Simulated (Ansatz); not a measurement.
The same path of CHNaS (4 atoms, charge 0, multiplicity 1) was run twice with different band settings. Lost on the way: C2–H4. Made: S3–H4.

These are results of Ansatz, RKS LDA/def2-SVP, not measurements.

Relaxed end points:

```xyz
4
Properties=species:S:1:pos:R:3
Na 1.217 -0.139 1.490
C -0.185 -0.378 -0.236
S -0.188 1.290 -0.200
H -0.844 -0.773 -1.054
```

```xyz
4
Properties=species:S:1:pos:R:3
Na 1.613 0.009 1.980
C 0.236 -0.519 0.277
S -0.510 0.590 -0.612
H -1.339 -0.081 -1.645
```

Common settings: climbing image yes; spring 5.0 eV/Å²; optimiser quadratic models (default); start path through a guess of the saddle point; force threshold 0.05 eV/Å; iteration limit 60; end points relaxed.

| run | movable images |
| --- | --- |
| 1 | 7 |
| 2 | 1 |

Question: What does each run give, and how far can it be trusted?

Answer: Run 1: converged after 10 iterations, highest image 3.357 eV above the first end. Neighbouring images differ by up to 1.5 eV, so the band resolves the path poorly. A vibrational analysis at the climbing image gives one clearly imaginary mode, 1550i cm⁻¹: a first-order saddle point.
Run 2: converged after 10 iterations, highest image 3.358 eV above the first end. Neighbouring images differ by up to 3.4 eV, so the band resolves the path poorly. Another band between the same ends (7 images) ends at a top of the same energy, where a vibrational analysis finds 1 clearly imaginary mode. So few images can step over the top or miss a turn of the path.
The orbitals stay closed-shell, which can raise the energy where a bond breaks towards radicals; this wasn't checked here.
